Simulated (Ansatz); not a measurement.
**H₂Si–GeH₃, doublet: the ladder up to UCCSDT(Q)**

Geometry: a PBE0/def2-TZVP stationary point for this spin, not checked as a minimum.

```xyz
7

Si   -0.0815    0.0000    1.6989
Ge    0.0162    0.0000   -0.6709
H     0.5131   -1.2169    2.3175
H     0.5131    1.2169    2.3175
H    -0.6949    1.2490   -1.2159
H     1.4662    0.0000   -1.1928
H    -0.6949   -1.2490   -1.2159
```

Basis cc-pVDZ; Ansatz 0.2.0. Only valence electrons are correlated (noble-gas cores and the filled d shells of p-block atoms frozen), which leaves 13 electrons in 51 orbitals. R marks a restricted (for open shells ROHF) determinant, U an unrestricted one. No spin–orbit coupling is included, and no scalar relativity.

Full CI isn't at hand for all of this; UCCSDT(Q) serves as the reference, and is uncertain by about the last step of the cluster series.

The UHF ⟨S²⟩ is 0.758. The T1 diagnostic (RCCSD) is 0.0165. The largest doubles amplitude (RCCSD) is 0.033. The T1 diagnostic (UCCSD) is 0.0128.

Q: From what is known of these methods and the diagnostics, rank them by the size of their error in total energy against UCCSDT(Q) in cc-pVDZ, smallest first (an estimate: the text doesn't fix the numbers).
A. UHF
B. UCCSDT
C. UCCSD(T)
D. UMP2
E. UCCSD

A: B (0.21 mEh), C (1.39 mEh), E (6.91 mEh), D (53.37 mEh), A (241.30 mEh).

All errors are against UCCSDT(Q) in cc-pVDZ. Within each family the higher level lies nearer, as is usual though not guaranteed.

Atomization energy (electronic, same basis, no zero-point term; atoms at the same level, unrestricted beside the R rows where the molecule is a closed shell, but restricted open-shell past Ca, as are all atoms' steps beyond CCSDT(Q)) at UCCSDT(Q): 1604.2 kJ/mol. Errors of other levels:

```json
{"level": "UHF", "error (kJ/mol)": "-303.2"}
{"level": "UMP2", "error (kJ/mol)": "-41.0"}
{"level": "UCCSD", "error (kJ/mol)": "-11.5"}
{"level": "UCCSD(T)", "error (kJ/mol)": "-1.7"}
{"level": "UCCSDT", "error (kJ/mol)": "-0.4"}
```

This basis is far from its limit, so the value isn't to be set against a measured one.
